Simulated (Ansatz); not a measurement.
Total energies of C$_{2}$H$_{4}$OS (`SC1CO1`).

Z-matrix (Å, degrees):
```
C
C 1 1.455
O 1 1.407 2 59.7
S 1 1.780 2 124.7 3 -107.1
H 1 1.088 2 119.2 3 103.7
H 2 1.087 1 120.2 3 -103.1
H 2 1.087 1 119.0 3 103.6
H 4 1.343 1 96.3 2 19.2
```

The species carries charge 0 and has multiplicity 1. The structure was optimised at the PBE0-D4/def2-TZVP level. It is one conformer, not always the lowest. Basis def2-TZVPP, Ansatz.

RPA on PBE orbitals: Hartree–Fock energy of these orbitals -550.42661 Eh, correlation -1.19930 Eh (frozen core).

```json
{"functional": "revPBE", "energy without D4 (Eh)": "-551.94280", "D4 term (kJ/mol)": "-47.8"}
{"functional": "r2SCAN", "energy without D4 (Eh)": "-551.94561", "D4 term (kJ/mol)": "-3.2"}
{"functional": "B97M-V", "energy without D4 (Eh)": "-551.93473", "D4 term (kJ/mol)": "–"}
{"functional": "PBE0", "energy without D4 (Eh)": "-551.74479", "D4 term (kJ/mol)": "-11.4"}
{"functional": "B3LYP", "energy without D4 (Eh)": "-552.07529", "D4 term (kJ/mol)": "-22.4"}
{"functional": "r2SCANh", "energy without D4 (Eh)": "-551.93486", "D4 term (kJ/mol)": "-3.4"}
{"functional": "r2SCAN0", "energy without D4 (Eh)": "-551.91974", "D4 term (kJ/mol)": "-3.8"}
{"functional": "BHLYP", "energy without D4 (Eh)": "-551.96198", "D4 term (kJ/mol)": "-15.9"}
{"functional": "CAM-B3LYP", "energy without D4 (Eh)": "-551.99710", "D4 term (kJ/mol)": "-11.4"}
{"functional": "LC-ωPBE", "energy without D4 (Eh)": "-551.84963", "D4 term (kJ/mol)": "–"}
{"functional": "ωB97X-V", "energy without D4 (Eh)": "-551.94976", "D4 term (kJ/mol)": "–"}
{"functional": "ωB97M-V", "energy without D4 (Eh)": "-551.97538", "D4 term (kJ/mol)": "–"}
{"functional": "B2PLYP", "energy without D4 (Eh)": "-551.80752", "D4 term (kJ/mol)": "–"}
{"functional": "PBE-QIDH", "energy without D4 (Eh)": "-551.63394", "D4 term (kJ/mol)": "–"}
```

Problem. Give the same for LDA (SPW92), PBE, BLYP, HSE06 (plane-wave form). (Estimate.)

Solution. Computed: 
| functional | energy without D4 (Eh) | D4 term (kJ/mol) |
| --- | --- | --- |
| LDA (SPW92) | -549.42296 | – |
| PBE | -551.70691 | -13.8 |
| BLYP | -552.00529 | -31.5 |
| HSE06 (plane-wave form) | -551.72952 | -10.5 |

B3LYP takes the VWN-RPA correlation (the form of Gaussian; ORCA's B3LYP/G). HSE06 is the plane-wave form, built on full-range PBE exchange. The double hybrids freeze the cores in their second-order part.

LC-ωPBE has ω = 0.4 bohr⁻¹.
